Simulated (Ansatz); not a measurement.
**AlBH₂ (triplet): the correlation ladder, 6-31G**

How much of the correlation energy of AlBH₂ (triplet) does each wave-function method recover here?

Program: Ansatz 0.2.0, Gaussian basis. Level of theory: 6-31G, core rule «outside noble gas», up to 6 orbitals frozen. These are calculated values, not measurements.

To be run: UHF; CCSD(T) on ROHF; CCSD(T) on UHF; BCCD(T) on ROHF; CISD; CCSDT(Q) on ROHF; CCSDT(Q) on UHF; CISDTQ; CCSDTQ on ROHF; CASSCF and MRCISD+Q, 8 electrons in 10 orbitals; CASSCF and NEVPT2, 8 electrons in 10 orbitals; Full CI.

21 further runs of the same task are left out: 8 that didn't finish, 13 set aside as unsound or not needed.

### Step 1. What is computed

The geometry is a PBE0/def2-TZVP stationary point (not a proven minimum).

4 atoms, charge 0, spin multiplicity 3.

Atoms are counted from 1 here; the program's logs count them from 0.

Bond lengths: B1–Al2 2.079 Å, Al2–H3 1.585 Å, Al2–H4 1.585 Å. Angles: B1–Al2–H3 117.0°, B1–Al2–H4 117.0°, H3–Al2–H4 125.9°.

### Step 2. UHF

Input file in.yaml:

```yaml
crystal:
  periodic: [false, false, false]
  atoms:
    - {symbol: B, position_ang: [0.000000, 0.000000, 1.551119]}
    - {symbol: Al, position_ang: [0.000000, 0.000000, -0.528209]}
    - {symbol: H, position_ang: [0.000000, -1.411327, -1.248716]}
    - {symbol: H, position_ang: [0.000000, 1.411327, -1.248716]}
basis:
  gaussian: {orbitals: 6-31G}
magnetization: {spin_polarized: true, initial_magnetization: 2}
hamiltonian: {xc: hf}
output: {orbitals: {seedname: orbitals}}
```

Launch:

```bash
$ ansatz run in.yaml --threads 1 --pin off --events-out ev --progress --plain --max-ram 2393MiB
```

The runs that follow: CCSD(T) on ROHF; CCSD(T) on UHF; BCCD(T) on ROHF; CISD; CCSDT(Q) on ROHF; CCSDT(Q) on UHF; CISDTQ; CCSDTQ on ROHF; CASSCF and MRCISD+Q, 8 electrons in 10 orbitals; CASSCF and NEVPT2, 8 electrons in 10 orbitals; Full CI.

Q: Predict the results of all the runs planned. Wanted: FCI below the RHF energy; RMP2 from FCI; UMP2 from FCI; RCCSD from FCI; RCCSD(T) from FCI; UCCSD(T) from FCI; RCCSDT(Q) from FCI; UCCSDT(Q) from FCI; NEVPT2 valence from FCI.

As calculated:

| quantity | value |
| --- | --- |
| FCI below the RHF energy | -2.3612 eV |
| RMP2 from FCI | +78.7 kJ/mol |
| UMP2 from FCI | +78.3 kJ/mol |
| RCCSD from FCI | +8.0 kJ/mol |
| RCCSD(T) from FCI | +3.1 kJ/mol |
| UCCSD(T) from FCI | +3.0 kJ/mol |
| RCCSDT(Q) from FCI | +0.1 kJ/mol |
| UCCSDT(Q) from FCI | +0.1 kJ/mol |
| NEVPT2 valence from FCI | +18.2 kJ/mol |
| MRCISD+Q valence from FCI | +1.0 kJ/mol |
| levels within 1 kcal/mol (43 meV) | RCCSD(T), UCCSD(T), BCCD(T), RCCSDT, UCCSDT, CISDTQ, RCCSDT(Q), UCCSDT(Q), RCCSDTQ, MRCISD valence, MRCISD+Q valence |
| T1 diagnostic | 0.032 |
| effectively unpaired electrons | 2.05 |

**Reading.** RCCSD(T) lands +3.1 kJ/mol from the yardstick (1.3 % of the correlation energy). One determinant dominates. Of the multireference levels listed MRCISD+Q valence comes nearest in total energy (+1.0 kJ/mol), which doesn't show that its space is the better one. These misses are within one basis, not against nature; the frozen cores of restricted and unrestricted runs differ, which can shift their rows.
